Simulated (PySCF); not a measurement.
Basis set benchmark on one molecule

Molecule: `CCS(=O)(=O)Cl`, C₂H₅ClO₂S.

Mapped SMILES: `[CH3:1][CH2:2][S:3](=[O:4])(=[O:5])[Cl:6]` (H(Xn): hydrogen on atom n).

Geometry PBE0-D3(BJ)/def2-SVP throughout; GIAO in PySCF 2.14, gas phase, one conformer, non-relativistic; equivalent atoms averaged; functional PBE0.

Reference values (measured; solution, not stated per compound (mostly CDCl3 or CCl4); Pretsch, Buehlmann, Badertscher, Structure Determination of Organic Compounds, 4th ed. (2009)): δ(C2) = 60.2 ppm, δ(C1) = 9.1 ppm. Computed shifts are taken against TMS, calculated as an isolated molecule at each level.

How do the basis sets STO-3G, 6-31G, 6-31G*, def2-SVP, 6-311+G(2d,p), def2-TZVP perform against the reference? Times are CPU seconds on 1 thread of an Arm Neoverse V1, shared host.

## Answers


```csv
basis set,functions,C2,C1,mean abs. error C,core-s
STO-3G,43,43.4,17.0,12.4,3.4
6-31G,72,66.4,10.0,3.6,6.8
6-31G*,102,59.7,9.8,0.6,8.9
def2-SVP,117,62.3,8.8,1.2,9.2
"6-311+G(2d,p)",208,65.0,10.4,3.0,22
def2-TZVP,228,64.7,10.6,3.0,29
```

For $^{13}$C the closest is 6-31G* (0.6 ppm) and the furthest STO-3G (12.4 ppm). Where a smaller basis beats a larger one, errors probably cancel. One molecule is a small sample, and vibrational and solvent effects are absent from the calculation.

A small basis that lands close on one nucleus may do so by chance; judge by the trend and by all nuclei.
